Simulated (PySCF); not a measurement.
# Potential energy of AlS along the bond

Set-up: PySCF, spin-free X2C with a Gaussian nucleus, basis sets Al x2c-TZVPPall, S x2c-TZVPPall. Energies in eV from Al + S in their ground configurations at the same level. State: ²Σ⁺ (doublet), unpaired electrons σ ↑.

All columns are PBE0. A positive dipole means Al(−)S(+).

```csv
R (Å),E (eV),μ (D),Mulliken charge on Al (basis-dependent),HOMO (eV),LUMO (eV),Mayer bond order,⟨S²⟩
1.754,-2.947,-3.05,0.28,-7.03,-3.79,2.42,0.75
1.835,-3.658,-3.28,0.27,-7.15,-3.95,2.39,0.76
1.917,-4.043,-3.50,0.27,-7.26,-4.09,2.34,0.76
1.978,-4.174,-3.66,0.28,-7.21,-4.19,2.29,0.76
2.039,-4.205,-3.80,0.30,-7.09,-4.27,2.23,0.76
2.100,-4.162,-3.93,0.31,-6.98,-4.35,2.16,0.76
2.182,-4.023,-4.08,0.33,-6.84,-4.43,2.05,0.76
2.284,-3.769,-4.26,0.36,-6.69,-4.48,1.89,0.76
2.406,-3.410,-4.49,0.38,-6.52,-4.49,1.69,0.77
2.569,-2.919,-4.90,0.41,-6.29,-4.41,1.44,0.77
```

A fit through these points gives, at Re = 2.031 Å, μ = -3.78 D and dμ/dR = -2.22 D/Å; the reduced mass is 14.63 u.

Q: How strong is the fundamental in the double-harmonic approximation, I = 42.26·(dμ/dR)²/μred km/mol?

A: I = 42.26·(-2.22)²/14.63 = 14.2 km/mol at PBE0.

The state is the lowest determinant that a PBE0 search found; another state may lie lower at other levels.
